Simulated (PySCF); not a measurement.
Process, species as SMILES: S(C)C + 2 [H][H] (H2) → 2 C (CH4) + S (H2S)
B3LYP-D3(BJ)/def2-TZVP geometries, fixed; electronic energies without zero-point terms.

Effect of the auxiliary basis of density fitting at wB97M-V/def2-SVP with PySCF, against the last row, where the energy of full hydrogenation is -40.13 kcal/mol.

```tsv
setting	fitting functions, largest species	largest shift of a total energy (mEh)	shift of the energy of full hydrogenation (kcal/mol)
density fitting: autoaux	494	-0.054	0.028
density fitting: def2-universal-jkfit	386	-0.063	0.019
density fitting: cc-pvtz-jkfit	459	-0.078	-0.004
density fitting: cc-pvqz-jkfit	666	-0.036	-0.007
density fitting: none	-	0.000	0.000
```

Within 0.02 kcal/mol in the energy of full hydrogenation: density fitting: def2-universal-jkfit; density fitting: cc-pvtz-jkfit; density fitting: cc-pvqz-jkfit. The largest shift is 0.078 mEh in a total energy and 0.028 kcal/mol in the difference.
